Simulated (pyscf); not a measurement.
# Four-centre exchange: Cl–SiH(Cl)–Cl + H₂O → HCl + HO–SiH(Cl)–Cl

Gas phase, singlet surface, charge 0. Bonds broken: Cl1–Si2, O6–H7. Bonds formed: Cl1–H7, Si2–O6. Optimised with ωB97X-D3(BJ)/def2-SVP in PySCF.

Transition state (Å):

```xyz
8

Cl     0.2163     1.2642     1.2068
Si    -1.2706    -0.3617    -0.0535
Cl    -1.9025    -1.7380    -1.5093
Cl    -2.8888     0.8444     0.1742
H     -0.8645    -1.2717     1.0180
O     -0.0684     0.3571    -1.1698
H      0.4936     0.9273    -0.4064
H      0.2997    -0.1582    -1.9054
```

One imaginary mode, 509i cm⁻¹; descent along it reached the two sides named.

```
bond     change  reactant side (Å)  saddle  product side
-------  ------  -----------------  ------  ------------
Cl1–Si2  breaks              2.050   2.538           3.7
O6–H7    breaks              0.965   1.106         1.953
Cl1–H7    forms                2.7   1.671         1.293
Si2–O6    forms                3.2   1.791         1.659
```

Electronic energies relative to the separated reactants (kcal/mol):

```json
[
 {"level": "ωB97X-D3(BJ)/def2-TZVP", "barrier": "17.8", "reaction energy": "-2.2", "reverse barrier": "20.0"},
 {"level": "PBE/def2-TZVP", "barrier": "14.7", "reaction energy": "-3.0", "reverse barrier": "17.7"},
 {"level": "r²SCAN/def2-TZVP", "barrier": "14.8", "reaction energy": "-4.1", "reverse barrier": "18.9"},
 {"level": "B3LYP-D3(BJ)/def2-TZVP", "barrier": "16.9", "reaction energy": "-4.1", "reverse barrier": "21.0"},
 {"level": "PBE0-D3(BJ)/def2-TZVP", "barrier": "15.3", "reaction energy": "-2.6", "reverse barrier": "18.0"},
 {"level": "M06-2X/def2-TZVP", "barrier": "15.6", "reaction energy": "-4.9", "reverse barrier": "20.5"},
 {"level": "ωB97M-D3(BJ)/def2-TZVP", "barrier": "17.1", "reaction energy": "-4.2", "reverse barrier": "21.3"},
 {"level": "HF/def2-TZVP", "barrier": "31.9", "reaction energy": "-6.4", "reverse barrier": "38.3"}
]
```

With ωB97M-D3(BJ)/def2-TZVP energies and thermal terms (ideal gas, 1 atm, RRHO with modes under 100 cm⁻¹ raised to 100, one conformer, R ln 2 for chiral ones without a mode under 150 cm⁻¹), in kcal/mol:

```tsv
T (K)	ΔH‡	ΔG‡	ΔH	ΔG
298	15.6	26.1	-5.6	-6.0
600	15.7	36.7	-5.3	-6.4
900	16.4	47.1	-4.9	-7.1
1200	17.2	57.2	-4.4	-7.9
```

One saddle was located; it need not be the lowest between these sides.
